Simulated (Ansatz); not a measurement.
Born–Oppenheimer molecular dynamics of FLi (2 atoms, charge 0, multiplicity 1). It starts from a relaxed structure.

All numbers below come from Ansatz, RKS PBE-D4/def2-TZVP.

| Quantity | Value |
| --- | --- |
| ensemble | NVT, Nosé–Hoover chain |
| time step | 2 fs |
| steps asked | 166 |
| set temperature | 1000 K |
| thermostat | time constant 100 fs, chain length 3 (defaults) |
| seed | 692266 |

First frame:

```xyz
2
Properties=species:S:1:pos:R:3
Li -0.655 0.190 -0.346
F 0.684 -0.250 0.350
```

(1) How far do the bonds stretch over the last three quarters of this one trajectory? (Pairs bonded in most of those frames.)

Results:

(1) 
```
  bond  mean (Å)  spread (Å)  shortest  longest
Li1–F2     1.616       0.131      1.37     1.87
```

Mean temperature of the second half: 3532 K. The conserved energy wandered by up to 8.4 meV per atom (net 3.4 meV per atom), which is poor conservation. The mean temperature of the second half is 253 % above the set value. A run of 0.33 ps of so small a system gives no equilibrium averages.

The run took 33 s on 1 CPU thread of a shared host.
